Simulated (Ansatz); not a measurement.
We consider rutile MnF2, described by BLYP (plane waves, PAW; Ansatz, a first-principles code).

Numerical settings: plane-wave cutoff 520 eV, 8×8×10 k mesh (along the axes of the cell as run), Fermi–Dirac smearing 0.01 eV, spin-polarised with opposed moments, scalar-relativistic PAW data made under PBE.

Cell (relaxed at this level):

```yaml
crystal:
  lattice:
    - [4.97929, 0.00000, 0.00000]
    - [0.00000, 4.97929, 0.00000]
    - [0.00000, 0.00000, 3.33889]
  atoms:
    - { symbol: Mn, position: [0.00000, 0.00000, 0.00000], spin: 5.0 }
    - { symbol: Mn, position: [0.50000, 0.50000, 0.50000], spin: -5.0 }
    - { symbol: F, position: [0.30322, 0.30322, 0.00000] }
    - { symbol: F, position: [0.80322, 0.19678, 0.50000] }
    - { symbol: F, position: [0.19678, 0.80322, 0.50000] }
    - { symbol: F, position: [0.69678, 0.69678, 0.00000] }
```

### Question
Give the computed bulk modulus B0, pressure derivative B′ of the bulk modulus and smallest direct gap on the k points sampled.

### Answer

- bulk modulus B0 = 79.4 GPa
- pressure derivative B′ of the bulk modulus = 5.2
- smallest direct gap on the k points sampled = 2.29 eV

Note: without U or exact exchange, gaps and moments of open d shells tend to come out too small; the bulk modulus comes from volumes at which shape and atoms were relaxed.

Spins in the cell block are starting values.

The computed numbers hold no vibrational or temperature effects.

Cost on a shared machine: very roughly 28 core-minutes.
